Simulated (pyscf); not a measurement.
# Four-centre exchange: H₃C–GeH₃ + hydrogen (H₂) → H₃C–GeH₃ + hydrogen (H₂)

Gas phase, singlet surface, charge 0. Bonds broken: C1–H3, H9–H10. Bonds formed: C1–H9, H3–H10. Optimised with ωB97X-D3(BJ)/def2-SVP in PySCF.

Transition state (Å):

```xyz
10

C     -0.8712    -0.8116    -0.3803
Ge    -0.2430     1.0126    -0.6635
H     -2.0335    -0.1056     0.4953
H     -0.5353    -1.3656    -1.2901
H     -1.3886    -1.5341     0.2405
H     -0.6130     1.9399     0.4985
H      1.2860     0.9629    -0.8535
H     -0.8535     1.5245    -1.9832
H     -0.7209    -0.4499     1.1888
H     -1.6168    -0.0257     1.4211
```

One imaginary mode, 2213i cm⁻¹; descent along it reached the two sides named.

```
bond    change  reactant side (Å)  saddle  product side
------  ------  -----------------  ------  ------------
C1–H3   breaks              1.102   1.617           3.7
H9–H10  breaks              0.760   1.018           2.7
C1–H9    forms                3.7   1.617         1.102
H3–H10   forms                2.7   1.018         0.760
```

Electronic energies relative to the separated reactants (kcal/mol):

```json
[
 {"level": "ωB97X-D3(BJ)/def2-TZVP", "barrier": "119.2", "reaction energy": "0.0", "reverse barrier": "119.2"},
 {"level": "PBE/def2-TZVP", "barrier": "107.6", "reaction energy": "0.0", "reverse barrier": "107.6"},
 {"level": "r²SCAN/def2-TZVP", "barrier": "113.3", "reaction energy": "0.0", "reverse barrier": "113.3"},
 {"level": "B3LYP-D3(BJ)/def2-TZVP", "barrier": "115.6", "reaction energy": "0.0", "reverse barrier": "115.6"},
 {"level": "PBE0-D3(BJ)/def2-TZVP", "barrier": "113.5", "reaction energy": "0.0", "reverse barrier": "113.5"},
 {"level": "M06-2X/def2-TZVP", "barrier": "120.0", "reaction energy": "0.0", "reverse barrier": "120.0"},
 {"level": "ωB97M-D3(BJ)/def2-TZVP", "barrier": "116.2", "reaction energy": "0.0", "reverse barrier": "116.2"},
 {"level": "HF/def2-TZVP", "barrier": "145.6", "reaction energy": "0.0", "reverse barrier": "145.6"}
]
```

With ωB97M-D3(BJ)/def2-TZVP energies and thermal terms (ideal gas, 1 atm, RRHO with modes under 100 cm⁻¹ raised to 100, one conformer, R ln 2 for chiral ones without a mode under 150 cm⁻¹), in kcal/mol:

```
T (K)    ΔH‡    ΔG‡   ΔH   ΔG
-----  -----  -----  ---  ---
298    114.4  122.6  0.0  0.0
600    113.6  131.4  0.0  0.0
900    113.7  140.3  0.0  0.0
1200   114.1  149.1  0.0  0.0
```

The same reactants have a lower exit, to H₃C–GeH: [singlet] + H₂ + H₂ (barrier +75.9 kcal/mol at ωB97M-D3(BJ)/def2-TZVP, against +116.2 kcal/mol here). One saddle was located; it need not be the lowest between these sides. Elements up to Kr have no core potential and no relativistic terms here.
